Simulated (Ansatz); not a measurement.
CsCl-type TlBr was calculated with PBEsol in Ansatz (plane waves, PAW).

Run with plane-wave cutoff 520 eV, 8×8×8 k mesh, Fermi–Dirac smearing 0.01 eV, scalar-relativistic PAW data made under PBE.

The cell is scaled about its equilibrium volume:

```tsv
V (Å³/atom)	P (GPa)	direct gap at Γ (eV)	smallest gap on the k mesh (eV)
28.179	1.98	8.368	1.394
28.778	1.24	8.333	1.461
29.378	0.59	8.299	1.525
29.977	0.01	8.265	1.586
30.577	-0.50	8.233	1.644
31.177	-0.95	8.201	1.699
31.776	-1.34	8.170	1.751
```

The fundamental gap (1.59 eV at the equilibrium volume, with added k points) lies elsewhere than Γ–Γ.

Measured, for comparison: band gap 2.68 eV (temperature not stated, not corrected to a static lattice, detector crystals, literature values; as tabulated in Piasecki et al. (2022), doi:10.1039/d1ma01259b).

Spin–orbit coupling is not included; with these elements it can move the gap by several tenths of an eV or more.

Ansatz is a program for electronic structure.
